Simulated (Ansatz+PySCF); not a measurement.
## doublet C2H4Cl: levels of theory in one basis

```xyz
7

C     0.0022    0.0000   -0.9131
C    -0.2657    0.0000    0.5173
Cl    1.4081    0.0000    1.5162
H     0.1937    0.9290   -1.4345
H     0.1937   -0.9290   -1.4345
H    -0.7660    0.8960    0.8743
H    -0.7660   -0.8960    0.8743
```

Basis set: cc-pVTZ on H, C; cc-pV(T+d)Z on Cl (spherical functions). Frozen core: 7 orbitals. Correlation on ROHF uses semicanonical orbitals with singles. Charge 0, multiplicity 2.

Computed with Ansatz (development build ahead of 0.2.0) and PySCF 2.14.0; each method stands on the lowest determinant of its kind that the runs found.

| method | E − E(ROHF) (eV) | <S²> of the determinant |
| --- | --- | --- |
| ROHF | 0.00 | 0.75 |
| UHF | -0.16 | 0.78 |
| ROHF-MP2 | -13.98 | – |
| UHF-MP2 | -13.96 | 0.78 |

**Question.** What does ROHF-CCSD(T) give on the same scale?

**Answer.** -15.75 eV.
